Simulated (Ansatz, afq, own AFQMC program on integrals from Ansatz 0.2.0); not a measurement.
C$_{2}$H$_{8}$NSi$_{2}$, doublet: AFQMC among the cluster methods

```xyz
13

C    -1.7357   -1.0870    1.2298
C    -1.1898   -1.7295    0.1911
Si    0.0395   -0.9315   -0.9724
N     0.2592    0.7701   -0.6315
Si    1.4698    1.5546    0.3505
H    -2.4536   -1.5666    1.9048
H    -1.4834   -0.0429    1.4504
H    -1.4790   -2.7753    0.0157
H    -0.4482   -1.0927   -2.3788
H     1.3757   -1.5877   -0.8461
H    -0.5050    1.3723   -0.9314
H     2.6651    0.6521    0.3922
H     1.8341    2.8787   -0.2598
```

Basis def2-SVP. Noble-gas cores (and the filled d shells of Ga–Kr and In–Xe) are frozen. Ansatz 0.2.0 and our own AFQMC program on the same integrals; the CISD trial comes from CCSD amplitudes, and released means the phaseless constraint is let go. Error bars are statistical, one sigma.

Determinant: UHF, the one that the program's search chose, which needn't be the lowest solution. The geometry is a PBE0/def2-SVP stationary point of this or a neighbouring charge and spin state.

No full CI on the walks' own integrals is used here. The released AFQMC energy serves as the reference, which it does only where one determinant dominates, the energy is flat over the last release times and near the phaseless one (40 meV or 2 meV an electron, half that with transition metals). On small molecules, where full CI could be run and the noise was under 10 meV, such values lay within 10 meV of it in 19 cases of 20, a flattering rate, since the rule was set on those same cases; what remains of the bias isn't in the error bar.

Cautions: the released value is read at 0.90 1/Eh with a noise of 27 meV, more than in the cases checked (meV from the phaseless value at times in 1/Eh: 0 ± 18 at 0.21, -24 ± 19 at 0.42, -63 ± 15 at 0.63, -50 ± 27 at 0.90).

```
T1 diagnostic                               : 0.0142
weight of the determinant in the CISD state : 0.762
⟨S²⟩ of the determinant                     : 0.756
size of the correlated space                : 29 electrons in 105 orbitals
```

Reference: AFQMC with the constraint released, correlation energy -19.211 ± 0.027 eV.

| level | E − E(reference) (kJ/mol) | share of correlation (%) |
| --- | --- | --- |
| HF | 1853.6 ± 2.7 | 0.00 |
| MP2 | 240.8 ± 2.7 | 87.01 |
| CCSD | 67.6 ± 2.7 | 96.35 |
| CCSD(T) | 10.1 ± 2.7 | 99.46 |
| ph-AFQMC/HF | 0.1 ± 4.7 | 99.99 |
| ph-AFQMC/CISD | 4.9 ± 3.1 | 99.74 |

Released energies are given only where the last usable release times agree within the noise; a slower fall can still hide under it.
